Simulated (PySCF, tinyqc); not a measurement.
Worked calculation: RHF in the sto-3g basis, for HF, spin multiplicity 1. The lowest restricted solution is unstable here: a spin-polarised one lies 0.1511 hartree lower (PySCF). One step of it, computed by the program tinyqc.

Problem. Iteration 2: DIIS coefficients. Solve [B -1; -1 0][c; lambda] = [0; -1] for the coefficients, which sum to one.

B (overlaps of the stored error matrices):
```
                1               2
1   2.2335200e-01  -9.7024357e-04
2  -9.7024357e-04   1.0500824e-01
```

Give: DIIS coefficients.

Solution.

DIIS coefficients: 0.321  0.679
